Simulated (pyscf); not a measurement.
Optimised with ωB97X-D3(BJ)/def2-SVP in PySCF.

### Question
Estimate the classical barrier height and the reaction energy of F–Sb(F)–F + ammonia (NH₃) → H₂N–Sb(F)–F + hydrogen fluoride (HF) at ωB97X-D3(BJ)/def2-TZVP. The step runs on the singlet surface, breaks F–Sb, H–N and forms N–Sb, F–H; take the separated reactants as zero.

### Answer
ΔE‡ = 6.6 kcal/mol, ΔE = +14.2 kcal/mol. ωB97M-D3(BJ)/def2-TZVP gives 8.4 kcal/mol and +15.2 kcal/mol. Zero-point energy shifts the barrier by -0.2 kcal/mol. It is a four-centre exchange, with an imaginary mode of 599i cm⁻¹. On the reactant side the descent ends in an adduct with a N–Sb contact, 9.1 kcal/mol under the separated species and 15.7 kcal/mol under the saddle at ωB97X-D3(BJ)/def2-TZVP. On the product side the descent ends in a bound adduct, 10.3 kcal/mol under the separated species and 2.7 kcal/mol under the saddle at ωB97X-D3(BJ)/def2-TZVP. At ωB97X-D3(BJ) the saddle lies under the separated products, which points to a path from their complex (located at ωB97X-D3(BJ) alone), and parting the products costs more than the saddle. What is counted as formed (N–Sb) is already present as a longer contact in the reactant adduct; forming that adduct is a step of its own. This is the saddle that the search found; another between the same sides may lie lower. Elements past Kr carry the def2 core potentials, without spin-orbit coupling.
